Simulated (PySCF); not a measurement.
# How methods differ on the ionisation energy of O

O [He] 2s2 2p4 (3P) → O⁺ [He] 2s2 2p3 (4S), as a difference of total energies. Computed with PySCF 2.14 in x2c-QZVPPall, with scalar relativity by spin-free X2C-1e. Correlated levels: valence: 1s2 frozen; valence and next inner shell: nothing frozen. The calculations carry no spin-orbit coupling.

```json
{"method": "UHF", "ionisation energy (eV)": "12.012", "error (eV)": "-1.596"}
{"method": "LDA", "ionisation energy (eV)": "13.983", "error (eV)": "+0.375"}
{"method": "PBE", "ionisation energy (eV)": "14.040", "error (eV)": "+0.432"}
{"method": "PBE0", "ionisation energy (eV)": "13.830", "error (eV)": "+0.222"}
{"method": "r2SCAN", "ionisation energy (eV)": "13.692", "error (eV)": "+0.084"}
{"method": "BLYP", "ionisation energy (eV)": "14.131", "error (eV)": "+0.523"}
{"method": "TPSSh", "ionisation energy (eV)": "13.932", "error (eV)": "+0.324"}
{"method": "B97-3", "ionisation energy (eV)": "13.843", "error (eV)": "+0.235"}
{"method": "TPSS", "ionisation energy (eV)": "14.019", "error (eV)": "+0.411"}
{"method": "ROHF", "ionisation energy (eV)": "11.958", "error (eV)": "-1.650"}
{"method": "MP2 (valence)", "ionisation energy (eV)": "13.394", "error (eV)": "-0.214"}
{"method": "SCS-MP2 (valence)", "ionisation energy (eV)": "13.518", "error (eV)": "-0.090"}
{"method": "MP2 (valence and next inner shell)", "ionisation energy (eV)": "13.407", "error (eV)": "-0.201"}
{"method": "SCS-MP2 (valence and next inner shell)", "ionisation energy (eV)": "13.523", "error (eV)": "-0.085"}
```

Reference: 13.608 eV (measured; NIST levels, between the centres of gravity of the two terms).

Errors of the correlated levels include the incompleteness of this basis and the frozen core.
